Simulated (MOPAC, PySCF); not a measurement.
C₂H₆S, SMILES `CSC`, neutral singlet in the gas phase. 

Z-matrix (Å, degrees):
```
S
C 1 1.8112
H 2 1.0891 1 107.16
H 2 1.0906 3 108.89 1 -120.22
H 2 1.0906 3 108.89 4 -119.57
C 1 1.8112 2 99.33 3 -180.00
H 6 1.0891 1 107.16 2 180.00
H 6 1.0906 7 108.89 1 -120.22
H 6 1.0906 7 108.89 8 -119.57
```
Charge 0, spin multiplicity 1.

All levels are single points at this geometry (B3LYP-D3(BJ)/def2-TZVP); Pople sets use spherical d functions. Orbital energies aren't observables, and empty levels follow the basis.

B3LYP-D3(BJ)/def2-TZVP in PySCF gives dipole (D) = 1.55.

**Question.** Estimate the dipole (D) from each of these levels: BP86/6-31G* in PySCF; SVWN5/6-31G* in PySCF; HF/3-21G in PySCF; HF/6-31G* in PySCF; PM3 in MOPAC.

**Answer.** 
| level | dipole (D) |
|---|---|
| BP86/6-31G* in PySCF | 1.74 |
| SVWN5/6-31G* in PySCF | 1.80 |
| HF/3-21G in PySCF | 1.93 |
| HF/6-31G* in PySCF | 1.78 |
| PM3 in MOPAC | 2.00 |
